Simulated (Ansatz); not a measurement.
# Elastic constant C11 of some elemental solids other than molecular ones

Method: PBE (PAW; Ansatz, a quantum-chemistry and plane-wave program). References are measured values at low temperature. The table is a random draw of 10 from 21 solids with such references.

Values in GPa.

| solid | reference | PBE | error (%) |
|---|---|---|---|
| bcc Fe | 243 | 275 | +13.2 |
| hcp Zn | 177¶ | 177 | 0.0 |
| fcc Pd | 234¶ | 199 | -15.0 |
| fcc Cu | 176¶ | 178 | +1.1 |
| bcc W | 533¶ | 515 | -3.4 |
| antiferromagnetic bcc Cr | 394 | 432 | +9.6 |
| fcc Pt | 358 | 306 | -14.5 |
| hcp Zr | 155 | 143 | -7.7 |
| fcc Au | 202¶ | 157 | -22 |
| bcc Mo | 478¶ | 458 | -4.2 |

Over these 10 solids the mean error is -4.3 %, the mean absolute error 9.1 % (median 8.7 %), and the worst case fcc Au at -22 %; the value is below the reference in 6 of 10 cases. Over all 21, from unrounded values, the mean error is -3.6 % and the mean absolute error 7.5 % (median 7.6 %). Caveats on values not shown: shear constants of such metals converge slowly with the k mesh (1).

All these references are low-temperature values that still hold zero-point motion.

Spin–orbit coupling is left out, also for the solids with elements from indium on (bcc W, fcc Pt, fcc Au); its size isn't shown.

¶ marks references of a special kind: hcp Zn, 177 GPa (measured, 0 K, extrapolated to 0 K; zero-point effects included; as tabulated in Galib et al. (2023), arXiv:2209.08184); fcc Pd, 234 GPa (measured, 0 K, extrapolated to 0 K; zero-point effects included; as tabulated in Malica and Corso (2021), arXiv:2109.00459); fcc Cu, 176 GPa (measured, 0 K, extrapolated to 0 K; zero-point effects included; as tabulated in Malica and Corso (2021), arXiv:2109.00459); bcc W, 533 GPa (measured, 0 K, extrapolated to 0 K; zero-point effects included; as tabulated in Wang et al. (2022), arXiv:2209.12322); fcc Au, 202 GPa (measured, 0 K, extrapolated to 0 K; zero-point effects included; as tabulated in Malica and Corso (2021), arXiv:2109.00459); bcc Mo, 478 GPa (measured, 0 K, 300 K values taken to 0 K by the source's computed thermal shift; zero-point effects included; as tabulated in Gong and Corso (2024), arXiv:2406.16634).

Differences are worked out from the printed values.

Each level is taken at its own relaxed cell. Caveats: shear constants of such metals converge slowly with the k mesh (bcc W, antiferromagnetic bcc Cr, bcc Mo); the commensurate order stands in for chromium's spin-density wave, and the size of the moments varies much between levels (antiferromagnetic bcc Cr). Ansatz's density-functional and Hartree–Fock values are scalar-relativistic unless marked +SOC, with PAW data made under PBE.

Ansatz's runs of these crystals have no spin polarisation, but for bcc Fe, antiferromagnetic bcc Cr.

Density-functional runs with spin start from parallel moments for bcc Fe, opposed moments for antiferromagnetic bcc Cr.

Not in this set, of the elemental solids other than molecular ones with a reference value in our tables and a result at some level: 15 for a reference at room or unstated temperature; 4 for a doubt noted on the run at PBE. These can be a level's best or worst cases. Solids without a released value at any level aren't counted. L1₀ solids are left out, as their cells have other axes than the references. Layered and molecular crystals are counted apart. The metals Ce to Yb are counted apart.

References as tabulated in Malica and Corso (2021), arXiv:2109.00459; Sha and Cohen (2006), arXiv:cond-mat/0612308; Galib et al. (2023), arXiv:2209.08184; Wang et al. (2022), arXiv:2209.12322 and others.
